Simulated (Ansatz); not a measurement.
Ideal-gas functions of C₃H₄ClF (`C=C(F)CCl`) at 400 K and 1 bar, from an Ansatz frequency run at PBE0-D4/def2-TZVP.

Molar mass 94.52 g/mol, point group C1 (symmetry number 1), electronic degeneracy 1, moments of inertia 63.28, 210.689, 244.127 u Å². Harmonic wavenumbers (cm⁻¹, unscaled): 93, 194, 380, 469, 586, 747, 775, 887, 896, 933, 972, 1178, 1276, 1341, 1413, 1466, 1757, 3104, 3177, 3193, 3290.

Use S(trans) = R[1.5 ln M + 2.5 ln T − 1.1517]; rotational temperatures θ = 24.2544 K / I; S(rot) = R[ln(√π/σ · √(T³/θAθBθC)) + 1.5]; for each mode x = 1.438777 ν̃/T, S = R[x/(eˣ − 1) − ln(1 − e⁻ˣ)] and H = RT x/(eˣ − 1); 1 cm⁻¹ = 0.0119627 kJ/mol; R = 8.31446 J/(mol·K).

Problem. By hand: the entropy, in J/(mol·K).

Solution. Translation 171.7. Rotation: θ = 0.3833, 0.1151, 0.0994 K, giving 114.5. Vibration, mode by mode: 17.46, 11.47, 6.33, 4.89, 3.50, 2.22, 2.05, 1.49, 1.45, 1.30, 1.16, 0.64, 0.48, 0.39, 0.32, 0.27, 0.11, 0.00, 0.00, 0.00, 0.00, in all 55.5. Electronic 0.0. Sum 341.7 J/(mol·K).

Problem. By hand: H − E and G − E in kJ/mol, counted from the electronic energy.

Solution. Zero-point energy ½ × 28127 × 0.0119627 = 168.2; thermal vibration 12.6; translation, rotation and pV give 4 RT = 13.3. H − E = 194.1 kJ/mol, and G − E = 194.1 − 400 × 341.7/1000 = 57.4 kJ/mol.

Vibration gives 16 % of the entropy, 17.5 J/(mol·K) of it from the mode under 150 cm⁻¹: soft modes count most, and the harmonic formula is weakest for them. The sum counts one conformer and one mirror image; others add a mixing term.
